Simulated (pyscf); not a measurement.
# Four-centre exchange: H₃C–Ga(F)–F + hydrogen fluoride (HF) → methane (CH₄) + F–Ga(F)–F

Gas phase, singlet surface, charge 0. Bonds broken: C1–Ga2, F8–H9. Bonds formed: C1–H9, Ga2–F8. Single points on ωB97X-D3(BJ)/def2-SVP structures (PySCF, gas phase).

Transition state (Å):

```xyz
9

C     -1.5933    -0.2603     0.5861
Ga     0.1526     0.3177    -0.4157
F      1.6141    -0.3477     0.2604
F      0.0009     0.4429    -2.1475
H     -2.1019    -0.7252    -0.2733
H     -1.2246    -1.0213     1.2890
H     -2.3972     0.2874     1.1148
F     -0.3693     1.9704     0.4522
H     -1.1215     1.0729     0.6689
```

One imaginary mode, 1182i cm⁻¹; descent along it reached the two sides named, in the forms told below.

| bond | change | reactant side (Å) | saddle | product side |
|---|---|---|---|---|
| C1–Ga2 | breaks | 1.932 | 2.094 | 2.561 |
| F8–H9 | breaks | 0.971 | 1.191 | 2.436 |
| C1–H9 | forms | 3.6 | 1.417 | 1.105 |
| Ga2–F8 | forms | 2.161 | 1.938 | 1.740 |

Electronic energies relative to the separated reactants (eV):

```csv
level,barrier,reaction energy,reverse barrier
ωB97X-D3(BJ)/def2-TZVP,0.51,-0.64,1.15
PBE/def2-TZVP,0.39,-0.63,1.02
r²SCAN/def2-TZVP,0.31,-0.72,1.02
B3LYP-D3(BJ)/def2-TZVP,0.56,-0.67,1.23
PBE0-D3(BJ)/def2-TZVP,0.45,-0.59,1.04
M06-2X/def2-TZVP,0.40,-0.70,1.11
ωB97M-D3(BJ)/def2-TZVP,0.55,-0.65,1.20
HF/def2-TZVP,1.09,-0.90,1.99
```

With ωB97M-D3(BJ)/def2-TZVP energies and thermal terms (ideal gas, 1 atm, RRHO with modes under 100 cm⁻¹ raised to 100, one conformer, R ln 2 for rigid chiral ones), in eV:

```csv
T (K),ΔH‡,ΔG‡,ΔH,ΔG
298,0.47,0.92,-0.63,-0.56
600,0.46,1.39,-0.67,-0.48
900,0.47,1.85,-0.70,-0.38
1200,0.49,2.31,-0.72,-0.27
```

On the reactant side the descent ends in an adduct with a F–Ga contact (not fully relaxed), 0.57 eV under the separated species and 1.08 eV under the saddle at ωB97X-D3(BJ)/def2-TZVP. On the product side the descent ends in a complex, 0.30 eV under the separated species and 1.45 eV under the saddle at ωB97X-D3(BJ)/def2-TZVP. What is counted as formed (F–Ga) is already present as a longer contact in the reactant adduct; forming that adduct is a step of its own. This is the saddle that the search found; another between the same sides may lie lower. Elements up to Kr have no core potential and no relativistic terms here.
